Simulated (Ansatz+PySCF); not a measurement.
Two shapes of singlet H₂S.

Shape 1:

```xyz
3

S     0.0000    0.0000   -0.1560
H     0.0000    1.4573    1.2482
H     0.0000   -1.4573    1.2482
```

Shape 2:

```xyz
3

S     0.0000    0.0000   -0.2080
H     0.0000    1.9430    1.6643
H     0.0000   -1.9430    1.6643
```

Basis set: cc-pVDZ (spherical functions). Frozen core: 5 orbitals. Charge 0, multiplicity 1.

Computed with Ansatz (development build ahead of 0.2.0); each method stands on the lowest determinant of its kind that the runs found.

Question: Which shape is lower in energy, and by how much in each method?

Answer:

```json
{"method": "UHF", "E(2) − E(1) (eV)": "0.877"}
{"method": "RHF-MP2", "E(2) − E(1) (eV)": "3.867"}
{"method": "RHF-CCSD", "E(2) − E(1) (eV)": "2.910"}
{"method": "PBE (unrestricted)", "E(2) − E(1) (eV)": "3.073"}
{"method": "PBE0 (restricted)", "E(2) − E(1) (eV)": "4.284"}
```

Shape 1 is lower. Caution for UHF, PBE (unrestricted): the unrestricted determinant is a mixture of spin states. Caution for RHF-MP2, RHF-CCSD: bonds are stretched, where a single reference can fail; large amplitudes, a single reference is doubtful. Caution for RHF-MP2, RHF-CCSD, PBE0 (restricted): an unrestricted determinant lies well below. Caution for PBE (unrestricted), PBE0 (restricted): charge can spread falsely over distant fragments.
